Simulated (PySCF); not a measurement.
Compound: C2H5B.
Bonds: B1–C2, C2–C3 (double). Hydrogens: H4, H5 on B1; H6 on C2; H7, H8 on C3.

Theory: PBE0-D3(BJ)/def2-SVP geometry optimisation, gas phase in PySCF 2.14.0.

(1) List the bond lengths and angles at this level.

## Answers

(1) 
```json
{"bond": "B1–C2", "length (pm)": "154.2", "order": "single"}
{"bond": "C2=C3", "length (pm)": "134.7", "order": "double"}
{"bond": "B1–H4, B1–H5", "length (pm)": "121.1", "order": "single"}
{"bond": "C2–H6", "length (pm)": "109.7", "order": "single"}
{"bond": "C3–H7", "length (pm)": "109.6", "order": "single"}
{"bond": "C3–H8", "length (pm)": "109.7", "order": "single"}
```

Bonds in one row agree within 1 pm and their mean is given. Orders are formal, as drawn. A selection of angles:
```json
{"angle": "C2–B1–H4", "degrees": "121.9"}
{"angle": "C2–B1–H5", "degrees": "118.9"}
{"angle": "H4–B1–H5", "degrees": "119.2"}
{"angle": "B1–C2–C3", "degrees": "120.8"}
{"angle": "B1–C2–H6", "degrees": "121.5"}
{"angle": "C3–C2–H6", "degrees": "117.7"}
{"angle": "C2–C3–H7", "degrees": "120.8"}
{"angle": "C2–C3–H8", "degrees": "122.9"}
{"angle": "H7–C3–H8", "degrees": "116.3"}
```

B1 (three-coordinate boron) is planar (angles 121.9°, 119.2° and 118.9°, sum 360.0°, 0.00 Å off the plane of its three neighbours).

Point group: Cs (every atom within 0.08 Å of its image). Not checked by PBE0-D3(BJ)/def2-SVP frequencies.
